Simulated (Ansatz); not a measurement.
# H7PSi: the cost of one run

Program: Ansatz 0.2.0. Level of theory: RKS r2SCAN/def2-mTZVP. These are calculated values, not measurements.

**1. The structure to begin with**

Bond lengths: Si1–H3 1.460 Å, Si1–H4 1.459 Å, Si1–H5 1.459 Å, Si1–P6 2.480 Å, P6–H7 1.420 Å, P6–H8 1.420 Å. Angles: H3–Si1–H4 109.5°, H3–Si1–H5 109.5°, H3–Si1–P6 178.9°, H4–Si1–H5 109.5°, H4–Si1–P6 70.0°, H5–Si1–P6 70.0°, Si1–P6–H7 109.5°, Si1–P6–H8 109.5°, H7–P6–H8 109.4°.

As a file:

```xyz
9

Si    0.0000    0.0000    0.0000
H     0.0000    0.0000    1.8100
H     1.3768    0.0000   -0.4862
H    -0.6877    1.1914   -0.4862
H    -0.6877   -1.1914   -0.4862
P    -2.3535    0.0000    0.7820
H    -3.1199   -0.8853   -0.0213
H    -2.4033   -0.4268    2.1354
H    -0.9491    0.0000    1.8858
```

**2. A restrained relaxation towards end A**

Springs on the bonds that form and break draw the guess towards this end; the thresholds are loose.

The input, input.yaml:

```yaml
crystal:
  periodic: [false, false, false]
  atoms:
    - { symbol: Si, position_ang: [0.0, 0.0, 0.0] }
    - { symbol: H, position_ang: [0.0, 0.0, 1.81] }
    - { symbol: H, position_ang: [1.3768, 0.0, -0.4862] }
    - { symbol: H, position_ang: [-0.6877, 1.1914, -0.4862] }
    - { symbol: H, position_ang: [-0.6877, -1.1914, -0.4862] }
    - { symbol: P, position_ang: [-2.3535, 0.0, 0.782] }
    - { symbol: H, position_ang: [-3.1199, -0.8853, -0.0213] }
    - { symbol: H, position_ang: [-2.4033, -0.4268, 2.1354] }
    - { symbol: H, position_ang: [-0.9491, 0.0, 1.8858] }
basis:
  gaussian: { orbitals: def2-mTZVP }
hamiltonian:
  xc: r2scan
relax:
  f_tol: 0.15
  max_steps: 25
  restrain:
    - { distance: [0, 5], at: 3.38, k: 30.0 }
    - { distance: [8, 1], at: 1.86, k: 30.0 }
    - { distance: [0, 1], at: 1.46, k: 30.0 }
    - { distance: [8, 5], at: 1.42, k: 30.0 }
output:
  orbitals: {}
```

Launch:

```bash
$ ansatz run input.yaml --threads 2 --pin off --max-ram 3072MiB --backend cpu --events-out ev --progress --plain --runs-dir out
```

What time and memory should one allow on 2 threads of Arm Neoverse V2, shared host?

About 18 s, with a peak of 0.13 GiB.
